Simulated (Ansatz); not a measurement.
Molecular dynamics, step by step

CH₄Si₂, singlet, SPW92/def2-SVP (Ansatz 0.2.0). Settings (timestep in fs, temperature in K; T counts 15 degrees of freedom):

```yaml
hamiltonian: {xc: lda}
md: {n_steps: 80, timestep: 0.75, temperature: 200, ensemble: nvt_nose_hoover, seed: 707, initial_velocities: maxwell_boltzmann}
```

Start:

```xyz
7
angstrom
C -1.5779 -2.0181 -0.4766
Si -0.5764 -0.7277 -0.0048
Si 0.8365 1.0485 0.0662
H -2.1524 -2.6888 0.1406
H 0.9605 1.6876 -1.2558
H 0.3222 2.0525 1.0213
H 2.1876 0.6461 0.5091
```

```csv
step,time (fs),potential energy less the start (meV),kinetic energy (meV),T (K)
0,0.00,0.0,129.3,200
5,3.75,-22.4,152.0,235
10,7.50,-167.6,295.8,458
15,11.25,-270.2,396.0,613
20,15.00,-203.7,327.9,507
25,18.75,-253.4,370.9,574
30,22.50,-174.9,286.1,443
35,26.25,-89.1,194.8,301
40,30.00,-20.6,124.4,192
45,33.75,-151.0,247.7,383
50,37.50,-209.6,299.3,463
55,41.25,-284.2,362.8,561
60,45.00,-244.8,312.7,484
65,48.75,-321.5,372.4,576
70,52.50,-175.9,215.5,333
75,56.25,-119.0,150.2,232
80,60.00,-98.9,124.8,193
```

Step 5, positions (Å) and forces (eV/Å):

| atom | x | y | z | Fx | Fy | Fz |
| --- | --- | --- | --- | --- | --- | --- |
| C1 | -1.579 | -2.000 | -0.481 | 0.499 | 0.706 | 1.553 |
| Si2 | -0.570 | -0.733 | 0.002 | -1.255 | -1.620 | -0.184 |
| Si3 | 0.835 | 1.043 | 0.063 | 0.751 | 1.012 | -0.380 |
| H4 | -2.228 | -2.739 | 0.110 | 0.616 | 0.678 | -1.052 |
| H5 | 0.915 | 1.723 | -1.325 | 0.006 | -0.335 | 0.533 |
| H6 | 0.260 | 2.083 | 1.030 | 0.045 | -0.408 | -0.218 |
| H7 | 2.260 | 0.703 | 0.563 | -0.661 | -0.033 | -0.253 |

Step 10, positions (Å) and forces (eV/Å):

```
atom       x       y       z      Fx      Fy      Fz
  C1  -1.573  -1.971  -0.470   0.621   0.752   0.660
 Si2  -0.570  -0.746   0.007  -0.534  -0.783   0.015
 Si3   0.836   1.042   0.058   0.363   1.030  -0.274
  H4  -2.246  -2.728  -0.037  -0.084  -0.114  -0.403
  H5   0.872   1.720  -1.336   0.087  -0.362   0.570
  H6   0.200   2.066   1.017   0.157  -0.443  -0.277
  H7   2.257   0.752   0.588  -0.609  -0.080  -0.292
```

Step 25, positions (Å) and forces (eV/Å):

| atom | x | y | z | Fx | Fy | Fz |
| --- | --- | --- | --- | --- | --- | --- |
| C1 | -1.572 | -1.907 | -0.422 | -0.422 | -0.453 | -0.571 |
| Si2 | -0.559 | -0.779 | 0.032 | 1.269 | 1.113 | 0.490 |
| Si3 | 0.834 | 1.053 | 0.040 | -0.255 | 0.104 | 0.059 |
| H4 | -2.264 | -2.667 | -0.724 | -0.571 | -0.644 | -0.011 |
| H5 | 0.834 | 1.642 | -1.378 | 0.129 | -0.204 | 0.493 |
| H6 | 0.031 | 1.942 | 0.981 | 0.386 | 0.010 | -0.192 |
| H7 | 2.232 | 0.748 | 0.603 | -0.535 | 0.074 | -0.269 |

Last step (80):

C1  (-1.672, -1.742, -0.651)
Si2  (-0.450, -0.871, 0.157)
Si3  (0.765, 1.075, 0.009)
H4  (-2.252, -2.580, -0.281)
H5  (0.875, 1.347, -1.419)
H6  (0.217, 2.213, 0.764)
H7  (2.061, 0.660, 0.540)
(Å)

The run took about 3.1 min on 2 CPU threads of an Intel Xeon (shared host).
